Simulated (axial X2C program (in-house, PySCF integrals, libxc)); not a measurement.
## Worked dissociation energy of OH: PBE0, scalar-relativistic

Computed with an in-house all-electron X2C program for linear molecules (integrals from PySCF). Spin-free means the one-electron spin-free X2C Hamiltonian. Basis: O dyall-av3z [7s6p3d2f], H dyall-v3z [6s2p1d] (cores contracted in-house); Gaussian nuclei, density fitting, unrestricted open shells. Masses: O 15.995 u, H 1.008 u.

Molecular state: M_S = 1/2, Λ = 1 (beyond evenly filled blocks: π+α, π+β, π-α).

```
E(O) (2M_S = 2, M_L = 0) : -75.075790 hartree
E(H) (2M_S = 1, M_L = 0) : -0.501324 hartree
E(OH) at Re              : -75.738886 hartree
ωe                       : 3761.9 cm⁻¹
ωexe                     : 77.4 cm⁻¹
```

Q: Work out De and D0.

A: De = -75.075790 + (-0.501324) − (-75.738886) = 0.16177 hartree = 4.402 eV. The zero-point energy is ωe/2 − ωexe/4 = 1862 cm⁻¹ = 0.231 eV, so D0 = 4.171 eV.

The state is one determinant whose occupation by symmetry is held fixed; it was picked as the lowest of a PBE0 search that is not exhaustive. Dissociation energies refer to the lowest single-determinant-based atoms at the same level and basis. Without a current term, density functionals place determinants with orbital angular momentum somewhat too high.

Each atomic determinant is the lowest at this level and need not be a pure term. Totals compare only within one Hamiltonian and basis.
